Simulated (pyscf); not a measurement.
HO–Si(OH)(F)–F + hydrogen fluoride (HF) + water (H₂O) → HO–Si(F)(F)–F + water (H₂O) + water (H₂O), a multi-bond step (singlet surface; O–Si, F–H, H–O broken, F–Si, H–O, H–O formed). Structures and frequencies: ωB97X-D3(BJ)/def2-SVP in PySCF. Energies in kJ/mol from the separated reactants.

Small-basis levels: PySCF, no dispersion term, spherical d functions. AM1 to PM7: differences of heats of formation from MOPAC. GFN2-xTB: tblite. Cost: rough CPU time at the saddle relative to B3LYP/6-31G*, from one job on a shared machine.

```
level                   barrier  reaction energy        cost
----------------------  -------  ---------------  ----------
HF/STO-3G                 -86.6            -32.2        0.03
HF/3-21G                 -204.3            -29.2        0.06
HF/6-31G*                  -4.4            -54.4         0.1
BP86/6-31G*              -112.5            -59.3           1
PBE/6-31G*               -129.5            -60.2           2
B3LYP/LANL2DZ            -146.8             -4.5         0.8
B3LYP/6-311+G**           -24.0            -25.5           2
GFN2-xTB                  -21.3            -37.7  under 0.02
AM1                       112.0            -65.4  under 0.02
ωB97M-D3(BJ)/def2-TZVP    -36.7            -34.1           –
```

Against the last row the barrier runs from -167.5 (HF/3-21G) to +148.7 kJ/mol (AM1). ωB97M-D3(BJ)/def2-TZVP has limits of its own. On the reactant side the descent ends in a bound adduct (not fully relaxed), 94.5 kJ/mol under the separated species and 59.3 kJ/mol under the saddle at ωB97X-D3(BJ)/def2-TZVP. On the product side the descent ends in an adduct with a O–Si contact, 33.1 kJ/mol under the separated species and 30.4 kJ/mol under the saddle at ωB97X-D3(BJ)/def2-TZVP. At ωB97M-D3(BJ) the saddle lies under the separated reactants, which points to a path from their complex (located at ωB97X-D3(BJ) alone). At ωB97M-D3(BJ) the saddle lies under the separated products, which points to a path from their complex (located at ωB97X-D3(BJ) alone). What is counted as broken (O–Si) persists as a longer contact in the product adduct; parting that adduct is a step of its own. One saddle was located; it need not be the lowest between these sides.
